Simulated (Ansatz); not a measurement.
**SiPH3+ (quartet): from Hartree-Fock to the top rungs, cc-pVDZ**

One table from this session's results is given with a row withheld; the runs are named, their logs left out.

Method: cc-pVDZ, core rule «outside noble gas», up to 10 orbitals frozen; program: Ansatz 0.2.0, Gaussian basis.

Plan: UHF; CCSD(T) on ROHF; CCSD(T) on UHF; BCCD(T) on ROHF; CISD as a restricted active space (open shells left free, so some higher excitations enter); CCSDT(Q) on ROHF; CCSDT(Q) on UHF.

30 further runs of the same task are left out: 2 for a known fault of the program, 11 that didn't finish, 17 set aside as unsound or not needed. Runs told in other sessions of the task aren't counted.

## The geometry

The geometry is a PBE0/def2-TZVP stationary point (not a proven minimum) of the parent state, kept for this charge and spin.

5 atoms, charge 1, spin multiplicity 4.

Atoms are counted from 1 here; the program's logs count them from 0.

Bond lengths: Si1–P2 2.245 Å, Si1–H3 1.489 Å, Si1–H4 1.489 Å, Si1–H5 1.489 Å. Angles: P2–Si1–H3 110.2°, P2–Si1–H4 110.2°, P2–Si1–H5 110.2°, H3–Si1–H4 108.7°, H3–Si1–H5 108.7°, H4–Si1–H5 108.7°.

As a file:

```xyz
5

Si   -1.09502   -0.00805    0.00234
P     1.14998    0.00845   -0.00246
H    -1.61912    1.38532    0.00576
H    -1.60112   -0.71239    1.21227
H    -1.60632   -0.70840   -1.20772
```

The first run:

Contents of in.yaml:

```yaml
crystal:
  periodic: [false, false, false]
  atoms:
    - {symbol: Si, position_ang: [-1.095022, -0.008048, 0.002339]}
    - {symbol: P, position_ang: [1.149978, 0.008452, -0.002457]}
    - {symbol: H, position_ang: [-1.619119, 1.385319, 0.005761]}
    - {symbol: H, position_ang: [-1.601124, -0.712390, 1.212266]}
    - {symbol: H, position_ang: [-1.606323, -0.708402, -1.207717]}
basis:
  gaussian: {orbitals: cc-pVDZ}
total_charge: 1
magnetization: {spin_polarized: true, initial_magnetization: 3}
hamiltonian: {xc: hf}
output: {orbitals: {seedname: orbitals}}
```

On the command line:

```
$ ansatz run in.yaml --threads 1 --pin off --events-out ev --progress --plain --max-ram 2393MiB
```

Among the steps run: UHF; CCSD(T) on ROHF; CCSD(T) on UHF; BCCD(T) on ROHF; CISD as a restricted active space (open shells left free, so some higher excitations enter); CCSDT(Q) on ROHF; CCSDT(Q) on UHF.

One of the session's tables, all rows but one given; the rest of the session is left out.

```
   method  from UCCSDT(Q) (meV)
     ROHF               +5662.6
      UHF                     ?
     RMP2               +1308.1
     UMP2               +1303.6
     CISD                +562.3
    RCCSD                +172.3
    UCCSD                +171.8
 RCCSD(T)                 +37.9
 UCCSD(T)                 +37.7
  BCCD(T)                 +38.0
   RCCSDT                  +6.5
   UCCSDT                  +6.3
RCCSDT(Q)                  +0.5
UCCSDT(Q)                     0
```

Estimate the missing values for UHF.

**Answer.** from UCCSDT(Q) (meV): +5630.7. In the column «from UCCSDT(Q) (meV)» it lies between RMP2 (+1308.1) and ROHF (+5662.6).

Caveats from the session: Restricted and unrestricted rows rest on different reference determinants; a gap between their highest levels can come from leftover correlation error, from unlike frozen cores or from another state.
